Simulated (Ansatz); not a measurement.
**C₄H₇FS: up Jacob's ladder to CCSD(T)**

An exercise on one series of results from a longer session: the logs are not shown, and one member is left open.

Program: Ansatz 0.2.0, Gaussian basis. Level of theory: functionals in def2-TZVPP, the program's frozen cores in correlated methods. These are calculated values, not measurements.

Levels to be run: PBE-D4, r2SCAN-D4, PBE0-D4, B3LYP-D4, ωB97X-V, ωB97M-V, B2PLYP; CCSD(T)/def2-TZVPP; MP2/def2-QZVPP; extrapolation to the limit.

## The geometry

The geometry comes from an earlier relaxation with PBE0-D4 in a triple-zeta def2 set; it is a stationary point, not always the lowest conformer.

SMILES `C=CC(C)(F)S`, 13 atoms, charge 0, spin multiplicity 1.

Atoms are counted from 1 here; the program's logs count them from 0.

Bond lengths: C1–C2 1.324 Å, C1–H7 1.083 Å, C1–H8 1.083 Å, C2–C3 1.494 Å, C2–H9 1.086 Å, C3–C4 1.515 Å, C3–F5 1.383 Å, C3–S6 1.822 Å, C4–H10 1.091 Å, C4–H11 1.091 Å, C4–H12 1.090 Å, S6–H13 1.342 Å. Angles: C2–C1–H7 120.8°, C2–C1–H8 121.4°, H7–C1–H8 117.8°, C1–C2–C3 124.4°, C1–C2–H9 121.2°, C3–C2–H9 114.5°, C2–C3–C4 112.7°, C2–C3–F5 109.4°, C2–C3–S6 109.9°, C4–C3–F5 107.8°, C4–C3–S6 107.6°, F5–C3–S6 109.3°, C3–C4–H10 108.7°, C3–C4–H11 110.2°, C3–C4–H12 110.7°, H10–C4–H11 109.0°, H10–C4–H12 109.0°, H11–C4–H12 109.1° and more.

Set-up of the first run:

The input, in.yaml:

```yaml
crystal:
  periodic: [false, false, false]
  atoms:
    - {symbol: C, position_ang: [-1.879835, -0.722423, 0.093507]}
    - {symbol: C, position_ang: [-0.706322, -0.449400, -0.454891]}
    - {symbol: C, position_ang: [0.332295, 0.425582, 0.167200]}
    - {symbol: C, position_ang: [1.662375, -0.279578, 0.341487]}
    - {symbol: F, position_ang: [-0.097042, 0.832531, 1.417638]}
    - {symbol: S, position_ang: [0.617158, 1.891097, -0.877567]}
    - {symbol: H, position_ang: [-2.591737, -1.363922, -0.411254]}
    - {symbol: H, position_ang: [-2.160868, -0.315306, 1.056940]}
    - {symbol: H, position_ang: [-0.429296, -0.858153, -1.421658]}
    - {symbol: H, position_ang: [1.530138, -1.109788, 1.036893]}
    - {symbol: H, position_ang: [2.404571, 0.409631, 0.747488]}
    - {symbol: H, position_ang: [2.020237, -0.667989, -0.612244]}
    - {symbol: H, position_ang: [-0.681274, 2.173021, -1.068839]}
basis:
  gaussian: {orbitals: def2-TZVPP}
hamiltonian: {xc: pbe, dispersion: d4}
output: {forces: true, orbitals: {seedname: orbitals}}
```

Launch:

```
> ansatz run in.yaml --threads 2 --pin off --events-out ev --progress --plain --max-ram 22528MiB --backend cuda --devices 0, --max-vram 18GiB
```

Steps of the session up to this table: PBE-D4 (GGA); r2SCAN-D4 (meta-GGA); PBE0-D4 (hybrid); B3LYP-D4 (hybrid); ωB97X-V (range-separated); ωB97M-V (range-separated); B2PLYP (double hybrid); CCSD(T) in def2-TZVPP; MP2 in def2-QZVPP.

One table of the session follows, with a row left open; its other results are not shown here.

```
            method  atomisation energy (kJ/mol)
            PBE-D4                       5269.7
         r2SCAN-D4                       5150.5
           PBE0-D4                       5169.5
          B3LYP-D4                       5123.9
           ωB97X-V                       5137.5
           ωB97M-V                            ?
            B2PLYP                       5070.5
     HF/def2-TZVPP                       3739.4
    MP2/def2-TZVPP                       5090.8
   CCSD/def2-TZVPP                       4915.0
CCSD(T)/def2-TZVPP                       4999.0
           MP2/CBS                       5216.9
       CCSD(T)/CBS                       5125.0
```

**Question.** Estimate the row for ωB97M-V.

As computed: atomisation energy (kJ/mol): 5149.6. In the column «atomisation energy (kJ/mol)» it lies between ωB97X-V (5137.5) and r2SCAN-D4 (5150.5).

Limits of these values: Free atoms (4 C, 1 F, 1 S, 7 H) were run apart at each level; the atomisation energy is their sum less the molecule, without zero-point or spin-orbit terms.
